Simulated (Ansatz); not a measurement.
The inner images of a band of AlClH2 + H2 (6 atoms, charge 0, multiplicity 1) are given out of order.

These are results of RKS B3LYP/def2-SVP in Ansatz, not measurements.

Image 0:

```xyz
6
Properties=species:S:1:pos:R:3
Al 0.003 0.149 0.214
Cl -0.016 0.812 2.234
H 1.398 0.050 -0.510
H -1.386 -0.033 -0.508
H 0.080 -2.246 0.507
H 0.066 -1.998 1.229
```

Image 8:

```xyz
6
Properties=species:S:1:pos:R:3
Al 0.021 -0.454 -0.360
Cl 0.008 -0.035 2.361
H 1.373 0.321 -0.662
H -1.376 0.237 -0.662
H 0.069 -2.028 -0.115
H 0.048 -1.306 2.603
```

Put them in order from the first end to the last, with their energies above the first end.
A.
```xyz
6
Properties=species:S:1:pos:R:3
Al 0.016 -0.281 -0.038
Cl 0.011 0.093 2.335
H 1.410 0.106 -0.663
H -1.400 0.034 -0.657
H 0.060 -1.882 0.660
H 0.047 -1.335 1.529
```
B.
```xyz
6
Properties=species:S:1:pos:R:3
Al 0.012 -0.137 0.072
Cl 0.005 0.222 2.298
H 1.402 0.080 -0.647
H -1.391 0.002 -0.642
H 0.064 -1.937 0.694
H 0.052 -1.495 1.390
```
C.
```xyz
6
Properties=species:S:1:pos:R:3
Al 0.008 -0.005 0.146
Cl -0.002 0.399 2.274
H 1.393 0.059 -0.610
H -1.380 -0.022 -0.607
H 0.068 -2.043 0.646
H 0.058 -1.653 1.316
```
D.
```xyz
6
Properties=species:S:1:pos:R:3
Al 0.020 -0.427 -0.243
Cl 0.011 -0.023 2.436
H 1.394 0.234 -0.665
H -1.390 0.155 -0.663
H 0.064 -1.943 0.303
H 0.046 -1.262 1.996
```
E.
```xyz
6
Properties=species:S:1:pos:R:3
Al 0.018 -0.378 -0.144
Cl 0.013 -0.012 2.393
H 1.409 0.162 -0.655
H -1.402 0.087 -0.650
H 0.061 -1.894 0.511
H 0.045 -1.231 1.711
```
F.
```xyz
6
Properties=species:S:1:pos:R:3
Al 0.005 0.084 0.184
Cl -0.010 0.602 2.255
H 1.395 0.050 -0.560
H -1.382 -0.034 -0.558
H 0.073 -2.148 0.576
H 0.063 -1.820 1.268
```
G.
```xyz
6
Properties=species:S:1:pos:R:3
Al 0.020 -0.437 -0.303
Cl 0.009 -0.023 2.395
H 1.382 0.287 -0.673
H -1.382 0.205 -0.672
H 0.066 -1.981 0.110
H 0.048 -1.317 2.307
```

F (+2.5 kJ/mol), C (+16.1 kJ/mol), B (+53.4 kJ/mol), A (+111.8 kJ/mol), E (+132.0 kJ/mol), D (+128.1 kJ/mol), G (+124.1 kJ/mol).

Time of the run: 69 s on 1 thread of Arm Neoverse V1, with other jobs on the host, peak memory 0.1 GiB.
